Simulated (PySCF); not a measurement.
Cost against size for one kind of job: GIAO PBE0/pcSseg-1 NMR shielding, non-relativistic, gas phase (PySCF 2.14.0, density-fitted response routines); work: shieldings, charges and field gradients. Hardware: one thread, x86-64 server (shared host). The host was shared with other jobs, so the times are rough.

```csv
species (SMILES),atoms,electrons,basis functions,SCF cycles,wall time
F[C]F,3,24,51,12,1.3 s
O[SiH2]O,7,34,78,12,5.3 s
F[Si](F)(F)F,5,50,92,10,3.9 s
COC=S,8,40,95,14,4.3 s
C#CC#CC#CC#N,9,50,141,15,11 s
CCC(C)(C)F,17,50,157,12,17 s
CCC[C@@H](C)F,17,50,157,12,?
CN(C)CN(C)C,21,58,189,12,29 s
C=C(C)/P=P\C=C\C,18,76,200,14,18 s
C#Cc1cccc2c1OCCO2,20,84,244,14,2.1 min
```

Problem. Estimate the withheld figures.

Solution. `CCC[C@@H](C)F`: 14 s.

Problem. With all rows, how does the wall time grow with the number of basis functions N?

Solution. A straight line through log(time) against log(N) has slope 2.4 between N = 51 and 244, and the rows scatter about it by a factor of about 1.6 (standard error of the fit). This is a fit to these rows, whose iteration counts differ, not the method's formal scaling.

Problem. Which species took longest, and how many times the shortest run?

Solution. `C#Cc1cccc2c1OCCO2`, at 2.1 min: about 97 times the shortest (1.3 s).
